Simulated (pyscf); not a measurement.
Single points on ωB97X-D3(BJ)/def2-SVP structures (PySCF, gas phase). MP2 and CC: frozen core, UHF for open shells. ΔMP2 is the change of the MP2 total energy from the triple- to the quadruple-zeta basis.

### Question
For the elementary gas-phase step O=AlH (SMILES [O]=[AlH]) + H₃C–CH₃ (SMILES CC) -> HO–AlH₂ (SMILES [OH][AlH2]) + H₂C=CH₂ (SMILES C=C) (singlet surface; C–H, C–H broken, H–O, Al–H formed), what barrier and reaction energy does CCSD/def2-TZVPP give, measured from the separated reactants?

### Answer
ΔE‡ = 35.2 kcal/mol, ΔE = -21.6 kcal/mol. CCSD(T)/def2-TZVPP + ΔMP2(QZVPP) gives 32.4 kcal/mol and -19.1 kcal/mol. Zero-point energy shifts the barrier by -4.1 kcal/mol. It is a concerted two-bond exchange, with an imaginary mode of 1825i cm⁻¹. On the reactant side the descent ends in a complex (not fully relaxed), 5.0 kcal/mol under the separated species and 35.1 kcal/mol under the saddle at ωB97X-D3(BJ)/def2-TZVP. At ωB97X-D3(BJ)/def2-TZVP the barrier from the zero used here is 30.1 kcal/mol. O=AlH lies 43.9 kcal/mol over its isomer HO–Al [singlet] (electronic energy, ωB97M-D3(BJ)/def2-TZVP). This is the saddle that the search found; another between the same sides may lie lower. The CCSD(T) − MP2 part came from Ansatz, without density fitting, on the same reference. The largest closed-shell T1 diagnostic is 0.031, which may signal static correlation.
